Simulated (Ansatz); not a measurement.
Write a Python script for the Python package of Ansatz (0.2.0) that makes a composite energy at a relaxed geometry of BH₃, SMILES B. Use (for the species named): PBE0, def2-SVP basis, multiplicity 1, D4 dispersion.

The script reads `bh3.xyz`:
```text
4

B     0.03920   -0.05070    0.01080
H     0.94800    0.40870    0.54350
H    -0.29370   -1.15720    0.03200
H    -0.63800    0.73890   -0.60660
```

`bh3.py`
```python
# -*- coding: utf-8 -*-
"""Relax BH3 cheaply, then refine its energy."""

import ansatz
import numpy as np

SETTINGS = {
    "basis": "def2-SVP",
    "xc": "pbe0",
    "dispersion": "d4",
}

system = ansatz.Crystal.molecule_from_extxyz("bh3.xyz")

base = system.calculation()
base = base.basis(gaussian=SETTINGS["basis"]).functional(SETTINGS["xc"], dispersion=SETTINGS["dispersion"])
base = base.scf(lower_state_search="off")
symbols = [site.symbol for site in system.cartesian_sites]
start = np.array([site.position_ang for site in system.cartesian_sites], dtype=float)
data = base.relax(force_tolerance=0.01, max_steps=100).run().report
end = np.array(data["positions_ang"])
print("final positions (A) and the move of each atom")
for symbol, xyz, old in zip(symbols, end, start):
    print(f"{symbol:2s} {xyz[0]:10.5f} {xyz[1]:10.5f} {xyz[2]:10.5f}   {np.linalg.norm(xyz - old):7.4f}")

minimum = ansatz.Crystal.molecule()
for symbol, place in zip(symbols, end):
    minimum = minimum.atom(symbol, place.tolist())
at_minimum = minimum.calculation()
# MP2 extrapolated to the basis limit, plus the small-basis difference CCSD(T) - MP2
level = lambda method, basis: at_minimum.basis(gaussian=basis).correlation(method).run().report
small, large, cluster = level("mp2", "cc-pVDZ"), level("mp2", "cc-pVTZ"), level("ccsd_t", "cc-pVDZ")
corr = lambda each: (each["free_energy_ev"] - each["reference_energy_ev"]) / 27.211386246
mp2_limit = (27 * corr(large) - 8 * corr(small)) / 19
pieces = {"HF / cc-pVTZ": large["reference_energy_ev"] / 27.211386246, "MP2 correlation, DZ-TZ limit": mp2_limit, "CCSD(T) - MP2 / cc-pVDZ": corr(cluster) - corr(small)}
for name, value in pieces.items():
    print(f"{name:32s} {value:14.6f} Ha")
print(f"{'sum':32s} {sum(pieces.values()):14.6f} Ha")
print("T1 diagnostic", round(cluster["correlation"]["coupled_cluster"]["t1_diagnostic"], 4))
```

Running `python bh3.py` prints:
```text
final positions (A) and the move of each atom
B     0.01387   -0.01507   -0.00509    0.0465
H     0.99261    0.38592    0.57497    0.0592
H    -0.27923   -1.18422    0.04348    0.0327
H    -0.67175    0.75307   -0.63367    0.0455
HF / cc-pVTZ                         -26.399667 Ha
MP2 correlation, DZ-TZ limit          -0.122192 Ha
CCSD(T) - MP2 / cc-pVDZ               -0.025719 Ha
sum                                  -26.547578 Ha
T1 diagnostic 0.005
```

Notes:
- The settings weren't tested for convergence.
- The sum leaves out core correlation, relativity, the Hartree-Fock basis error and zero-point energy; a DZ-TZ extrapolation is rough.
- Inner cores stay frozen, so this is valence correlation.
- An extrapolation from small basis sets is rough.
- The whole script took 1.7 s on 1 thread of Arm Neoverse V2 (shared host), peak memory 0.16 GiB.

(A comment or docstring line of the script was reworded after the run, the code is as it ran.)
